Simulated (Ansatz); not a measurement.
Reaction (SMILES): O (H2O) → [OH] (OH) + H atom
B3LYP-D3(BJ)/def2-TZVP geometries, fixed; electronic energies without zero-point terms.

Effect of a fitting basis named in the input at MP2/cc-pVTZ with Ansatz (an electronic-structure program), against the last row, where the bond dissociation energy is 125.44 kcal/mol. Cores are frozen. Open shells are unrestricted. The default fits or decomposes integrals by the program's own choice; accuracy: high also tightens integrals, grids and stops.

```csv
setting,largest shift of a total energy (mEh),shift of the bond dissociation energy (kcal/mol)
fitting: def2-universal-jkfit and def2-SVP-RIFIT,-1.723,-0.043
fitting: def2-universal-jkfit and cc-pVDZ-RIFIT,-1.116,0.007
fitting: def2-universal-jkfit and cc-pVTZ-RIFIT,0.058,-0.010
fitting: def2-universal-jkfit and aug-cc-pVTZ-RIFIT,0.048,-0.007
fitting: def2-universal-jkfit and cc-pVQZ-RIFIT,0.046,-0.006
fitting: def2-universal-jkfit and aug-cc-pVQZ-RIFIT,0.039,-0.005
accuracy: high,-0.001,0.000
accuracy: medium (default),0.000,0.000
```

Within 0.02 kcal/mol in the bond dissociation energy: fitting: def2-universal-jkfit and cc-pVDZ-RIFIT; fitting: def2-universal-jkfit and cc-pVTZ-RIFIT; fitting: def2-universal-jkfit and aug-cc-pVTZ-RIFIT; fitting: def2-universal-jkfit and cc-pVQZ-RIFIT; fitting: def2-universal-jkfit and aug-cc-pVQZ-RIFIT; accuracy: high. The largest shift is 1.723 mEh in a total energy and 0.043 kcal/mol in the difference.
